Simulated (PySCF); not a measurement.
**Property card for `[SiH3]P` (silylphosphane)**

Species: silylphosphane, H₅PSi.
Cartesian coordinates in Å at the GFN2-xTB level; atoms count from 1:
```xyz
7
H5PSi angstrom
Si    -0.8320    0.0610   -0.0326
P      1.3287    0.1919   -0.5906
H     -1.4852   -0.7609   -1.0501
H     -1.0544   -0.5310    1.2892
H     -1.3517    1.4273   -0.0502
H      1.6486   -1.0987   -0.2113
H      1.7493    0.7153    0.6185
```

**GFN2-xTB geometry**

| Quantity | Value |
| --- | --- |
| Point group of the GFN2-xTB geometry | Cs |
| Rotational constants A, B, C of the GFN2-xTB geometry | 53.339, 5.673, 5.648 GHz |

From PBE0/pcSseg-1 ground state and GIAO shieldings, non-relativistic (PySCF):

| Property | Result |
| --- | --- |
| Dipole moment | 1.07 D |
| HOMO energy | -7.53 eV |
| LUMO energy | 0.46 eV |
| HOMO–LUMO gap | 7.99 eV |
| Lowest Hirshfeld atomic charge | -0.08 e on H4 |
| Highest Hirshfeld atomic charge | +0.26 e on Si1 |
| 1H chemical shifts (computed TMS as zero) by class | 4.04 (H3/H4/H5), 1.02 (H6/H7) ppm |
| Isotropic shieldings of nuclei other than C and H, by class | 435 (Si1), 631 (P2) ppm |
| Mayer bond orders between heavy atoms | Si1–P2 0.99 |

Monoisotopic mass (most abundant isotopes): 63.9898 u.

The rotational constants make it an asymmetric top with κ = (2B − A − C)/(A − C) = -1.00, nearer the prolate limit (−1). The dipole equals about 3.6 × 10⁻³⁰ C·m (1 D = 3.33564 × 10⁻³⁰ C·m). With B = h/(8π²I), that is 505.379 GHz u Å² over I, the principal moments of inertia are 9.5, 89.1 and 89.5 u Å² (most abundant isotopes).

Isolated species at its GFN2-xTB geometry, gas phase. NMR classes are plain means over equivalent atoms (diastereotopic ones count apart unless rotation or inversion swaps them), as if these changed places fast; in this geometry the members of some classes differ.

For the NMR shielding job (PBE0/pcSseg-1), time: 3.2 s. Hardware: Arm Neoverse V1, one thread (shared host).
